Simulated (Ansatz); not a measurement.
The input, for Ansatz 0.2.0:

```yaml
crystal:
  periodic: [false, false, false]
  atoms:
    - {symbol: Ga, position_ang: [0.000010, -0.418085, 1.418768]}
    - {symbol: N, position_ang: [-0.000057, -0.152535, -1.122395]}
    - {symbol: P, position_ang: [0.000000, -0.288022, -2.646137]}
    - {symbol: H, position_ang: [0.000046, 0.858642, 2.349764]}
basis:
  gaussian: {orbitals: cc-pVDZ}
magnetization: {spin_polarized: false, initial_magnetization: 2}
correlation: {method: ccsdt_q, electrons: outside_noble_gas}
```

```sh
$ ansatz run in.yaml --threads 1 --pin off --events-out ev --progress --plain --max-ram 2393MiB
```

The program prints:

```
1233 factors; integrals over basis functions are off by at most 1.8e-7 eV
mean field evaluation 1: about -63095.6989 eV, gradient 3.3e1 eV
mean field evaluation 2: about -63095.7067 eV, gradient 3.3e1 eV
mean field evaluation 4: about -63099.0093 eV, gradient 3.8e0 eV
mean field evaluation 8: about -63099.2648 eV, gradient 1.4e0 eV
mean field evaluation 16: about -63099.5406 eV, gradient 1.8e-6 eV
mean field evaluation 32: about -63099.1357 eV, gradient 3.9e-1 eV
mean field evaluation 64: about -63099.1083 eV, gradient 9.1e-1 eV
mean field evaluation 96: about -63099.3083 eV, gradient 1.4e0 eV
mean field evaluation 128: about -63099.5376 eV, gradient 5.1e-1 eV
mean field evaluation 160: about -63098.9993 eV, gradient 4.8e-1 eV
...
cycle  15  -10.18343979 eV  change    1.0e-4 eV  update   7.1e-5
cycle  16  -10.18352207 eV  change   -8.2e-5 eV  update   3.7e-5
cycle  17  -10.18355620 eV  change   -3.4e-5 eV  update   2.4e-5
cycle  18  -10.18353735 eV  change    1.9e-5 eV  update   1.5e-5
cycle  19  -10.18355086 eV  change   -1.4e-5 eV  update   7.8e-6
cycle  20  -10.18355129 eV  change   -4.3e-7 eV  update   4.7e-6
cycle  21  -10.18355196 eV  change   -6.7e-7 eV  update   2.9e-6
cycle  22  -10.18354958 eV  change    2.4e-6 eV  update   2.0e-6
cycle  23  -10.18355165 eV  change   -2.1e-6 eV  update   1.1e-6
cycle  24  -10.18355177 eV  change   -1.2e-7 eV  update   5.1e-7
perturbative correction -0.08557927 eV, -0.0031449800 hartree
Total energy: -63109.80976298 eV, -2319.2427314242 hartree
```

Ran on 1 thread of Arm Neoverse V2, shared host: 3.2 min wall, 1 GiB peak host memory.
